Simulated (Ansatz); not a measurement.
C₂H₆OS (`COCS`). The species carries charge 0 and has multiplicity 1. Geometry: relaxed with PBE0-D4/def2-TZVP. It is one conformer, not always the lowest.

```xyz
10

C     0.268    1.279    0.195
O     0.978    0.200   -0.354
C     0.203   -0.928   -0.575
S    -0.371   -1.808    0.916
H     0.952    2.126    0.235
H    -0.597    1.546   -0.430
H    -0.081    1.053    1.209
H    -0.676   -0.702   -1.191
H     0.833   -1.645   -1.102
H    -1.509   -1.122    1.098
```

(1) What is the dipole moment at B3LYP/def2-TZVPP? (Best estimate.)

(2) And with PBE, r2SCAN, ωB97M-V? (Estimate.)

(3) Give the Mulliken charges with B3LYP, PBE, ωB97M-V in def2-TZVPP. (An estimate is asked.)

Answers

(1) The calculation gave: 1.85 D, with components (-1.30, 1.16, -0.63) D in this frame, pointing from negative to positive charge.

(2) Ansatz gave: PBE 1.80 D, r2SCAN 1.90 D, ωB97M-V 1.85 D.

(3) Ansatz gave: 
| atom | B3LYP | PBE | ωB97M-V |
| --- | --- | --- | --- |
| C1 | -0.13 | -0.14 | -0.19 |
| O2 | -0.29 | -0.22 | -0.27 |
| C3 | -0.01 | -0.03 | -0.09 |
| S4 | -0.18 | -0.20 | -0.16 |
| H5 | 0.12 | 0.11 | 0.13 |
| H6 | 0.08 | 0.08 | 0.10 |
| H7 | 0.09 | 0.09 | 0.11 |
| H8 | 0.09 | 0.09 | 0.12 |
| H9 | 0.13 | 0.13 | 0.15 |
| H10 | 0.09 | 0.10 | 0.10 |

B3LYP here is the variant with VWN-RPA as its local correlation; programs differ in this.
